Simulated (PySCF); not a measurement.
EPR parameters of [C5H8]+

Compound: C5H8 (charge +1 and doublet state).
Cartesian coordinates in Å at the GFN2-xTB level; atoms count from 1:
```
atom  x, y, z in Å
C1     1.875    0.469    0.513
C2     0.898   -0.439    0.352
C3     0.098   -0.567   -0.910
C4    -0.896    0.423   -0.379
C5    -1.969    0.069    0.347
H6     2.574    0.394    1.334
H7     2.046    1.279   -0.182
H8     0.659   -1.148    1.134
H9     0.615   -0.213   -1.797
H10   -0.308   -1.564   -1.056
H11   -0.714    1.457   -0.642
H12   -2.775    0.766    0.522
H13   -2.109   -0.926    0.746
```

The hyperfine couplings belong to this conformer and change with its torsions.

Identity: `[CH2][CH+]CC=C` [radical] (charge +1).

Computed with UKS B3LYP, pcH-1 on C H, non-relativistic, mean-field spin-orbit, GIAO in PySCF. One conformer (not necessarily the lowest) at the GFN2-xTB geometry, without solvent, vibrations or thermal averaging. A GFN2-xTB geometry isn't a minimum of the functional, and hyperfine couplings can be far from their values at a DFT geometry, by a factor of two or more for some ions and for spin on atoms past the first row. The frame is twisted about the C1–C2 bond at this geometry (dihedral H7–C1–C2–C3 = 11°); couplings at other torsion angles weren't computed. The SCF solution wasn't tested for stability.

- g1, g2, g3: 2.00226, 2.00231, 2.00272
- g_iso: 2.00243
- Form of g: close to axial: the two nearest values differ by 12 % of g3 − g1
- ⟨S²⟩: 0.7674 (exact 0.7500)
- HOMO–LUMO gap, α and β orbitals: 5.88, 3.42 eV

Isotropic coupling and dipolar principal values T1 to T3, in G; ρ(0) is the spin density at the nucleus (MHz turned into gauss with g_iso; 10 G = 1 mT):

| atom | isotope | a_iso | T1 | T2 | T3 | Mulliken spin population | ρ(0) (bohr⁻³) |
| --- | --- | --- | --- | --- | --- | --- | --- |
| C1 | 13C | 10.5 | -13.1 | -12.7 | 25.7 | 0.45 | 0.0263 |
| C2 | 13C | 6.2 | -7.4 | -3.2 | 10.6 | 0.06 | 0.0156 |
| C3 | 13C | 1.4 | -3.1 | -2.9 | 6.0 | 0.05 | 0.0035 |
| C4 | 13C | 6.3 | -7.4 | -3.2 | 10.6 | 0.06 | 0.0157 |
| C5 | 13C | 10.5 | -13.1 | -12.7 | 25.7 | 0.45 | 0.0262 |
| H6 | 1H | -5.3 | -6.1 | -1.3 | 7.4 | -0.01 | -0.0033 |
| H7 | 1H | -7.1 | -5.7 | -1.3 | 7.0 | -0.01 | -0.0044 |
| H8 | 1H | 1.2 | -2.7 | -0.3 | 2.9 | 0.00 | 0.0007 |
| H9 | 1H | -4.1 | -1.8 | -0.3 | 2.2 | -0.01 | -0.0026 |
| H10 | 1H | -4.1 | -1.8 | -0.3 | 2.2 | -0.01 | -0.0026 |
| H11 | 1H | 1.2 | -2.7 | -0.3 | 2.9 | 0.00 | 0.0007 |
| H12 | 1H | -5.2 | -6.1 | -1.3 | 7.4 | -0.01 | -0.0033 |
| H13 | 1H | -7.1 | -5.7 | -1.3 | 7.0 | -0.01 | -0.0044 |

The largest Mulliken spin populations are on C1 (+0.45) and C5 (+0.45).

C1, the radical centre as drawn in `[CH2][CH+]CC=C`, holds a spin population of +0.45 out of 1.

Under fast tumbling the dipolar parts average out, and these isotropic splittings remain: 2 × 1H (H7/H13, I = 1/2, 3 lines) with 0.71 mT, 2 × 1H (H6/H12, I = 1/2, 3 lines) with 0.53 mT, 2 × 1H (H9/H10, I = 1/2, 3 lines) with 0.41 mT and 2 × 1H (H8/H11, I = 1/2, 3 lines) with 0.12 mT.

Nuclei that the bonding pattern makes equivalent are averaged, as if the motion that swaps them (rotation, inversion, ring flip) were fast. H6 and H7 aren't averaged: C1 is flat or nearly so (angle sum 360°), and its turn about the short C1–C2 bond (1.34 Å) is taken as slow.

The 13C coupling of C1/C5 (mean 29.5 MHz) shows only in satellite lines or after enrichment, since that isotope makes up about 1.07 % of natural carbon.
